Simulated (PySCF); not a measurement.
Compound: C₃H₉P.
Numbering: `[CH3:1][P:2]([CH3:3])[CH3:4]` (hydrogens: H5, H6, H7 on C1; H8, H9, H10 on C3; H11, H12, H13 on C4)

Computed with PySCF at wB97X-D/pcSseg-2, non-relativistic, on one gas-phase PBE0-D3(BJ)/def2-TZVP geometry that isn't relaxed in the solvent. The solvent is an IEF-PCM continuum (cavity from Bondi-type radii × 1.2). Specific hydrogen bonds and non-electrostatic terms are outside this model.

Gas phase at wB97X-D/pcSseg-2: HOMO -8.18 eV, LUMO 2.30 eV, dipole 1.32 D.

Problem. What does the continuum do to the energy, the frontier levels and the dipole at wB97X-D/pcSseg-2 in chloroform?

Solution. 
| solvent | ε | E(solvent) − E(gas) (kJ/mol) | polarisation term (kJ/mol) | distortion of the solute (kJ/mol) | HOMO (eV) | LUMO (eV) | dipole (D) |
| --- | --- | --- | --- | --- | --- | --- | --- |
| chloroform | 4.711 | -8.78 | -9.88 | 1.10 | -8.24 | 2.49 | 1.74 |

The polarisation term is half the interaction of the solute with the surface charges that it induces; the rest is the cost of distorting the solute's density. The sum is the electrostatic part of solvation alone.

Problem. Which radius a makes the point-dipole formula ΔE = −[(ε − 1)/(2ε + 1)]·μ²/a³ give the value in chloroform, with the gas-phase dipole?

Solution. μ = 0.517 au and |ΔE| = 0.00334 Eh give a = 1.62 Å; the farthest nucleus lies 2.39 Å from the centroid of the nuclei, so such a sphere wouldn't even hold the nuclei. The formula assumes a rigid point dipole at the centre of a sphere.

The pairwise dispersion term of wB97X-D wasn't added to the energies; at a given geometry it leaves orbitals and properties as they are.
